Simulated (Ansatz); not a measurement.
# CH2ClF+ (doublet): energies up the ladder

Wanted for CH2ClF+ (doublet): energies up the ladder. Charge +1. Spin multiplicity 2.

Method: the levels named in each step, in Ansatz 0.2.0.

## 1. Starting point

Bond lengths: F1–C2 1.350 Å, C2–Cl3 1.777 Å, C2–H4 1.093 Å, C2–H5 1.093 Å. Angles: F1–C2–Cl3 110.0°, F1–C2–H4 108.3°, F1–C2–H5 108.3°, Cl3–C2–H4 108.8°, Cl3–C2–H5 108.8°, H4–C2–H5 112.7°.

Coordinates:

```xyz
5

F    -1.3709    0.7265   -0.0608
C    -0.7202   -0.4490    0.0682
Cl    1.0350   -0.1812    0.0016
H    -0.9744   -0.8765    1.0419
H    -1.0098   -1.0945   -0.7653
```

## 2. A rough first relaxation, PBE-D4/def2-SVP

File input.yaml:

```yaml
crystal:
  periodic: [false, false, false]
  atoms:
    - { symbol: F, position_ang: [-1.3709, 0.72654, -0.06083] }
    - { symbol: C, position_ang: [-0.7202, -0.44904, 0.06822] }
    - { symbol: Cl, position_ang: [1.03503, -0.18117, 0.00162] }
    - { symbol: H, position_ang: [-0.97439, -0.8765, 1.04192] }
    - { symbol: H, position_ang: [-1.00983, -1.09446, -0.7653] }
magnetization:
  spin_polarized: true
  initial_magnetization: 1
total_charge: 1
basis:
  gaussian: { orbitals: def2-SVP }
hamiltonian:
  xc: pbe
  dispersion: d4
relax:
  f_tol: 0.03
  max_steps: 200
```

Started as:

```console
$ ansatz run input.yaml --threads 4 --pin off --max-ram 10240MiB --backend cpu --events-out ev --progress --plain --runs-dir out
```

Further steps of the session: Relaxation, PBE0-D4/def2-TZVPP; Frequencies, PBE0-D4/def2-TZVPP; Single point, PBE-D4/def2-TZVPP; Single point, r2SCAN-D4/def2-TZVPP; Single point, B3LYP-D4/def2-TZVPP; Single point, wB97M-V/def2-TZVPP; Single point, B2PLYP/def2-TZVPP; Single point, LDA/def2-TZVPP; Single point, PBE0-D4/def2-SVP; Single point, PBE-D4/def2-SVP; Single point, CCSD(T)/def2-TZVPP; Single point, CCSD(T)/def2-QZVPP.

**Question.** What will these runs give? Wanted: F1–C2 at PBE0-D4/def2-TZVPP; C2–Cl3 at PBE0-D4/def2-TZVPP; frequencies at PBE0-D4/def2-TZVPP; energy at CCSD(T)/CBS.

The runs gave:

```
                         quantity             value
      F1–C2 at PBE0-D4/def2-TZVPP           1.299 Å
     C2–Cl3 at PBE0-D4/def2-TZVPP           1.720 Å
frequencies at PBE0-D4/def2-TZVPP  418 to 2794 cm⁻¹
            energy at CCSD(T)/CBS     -16282.548 eV
```

In words: No mode is imaginary, so the geometry is a minimum. These totals serve in differences with atoms or fragments at the same level; alone they don't rank the methods.
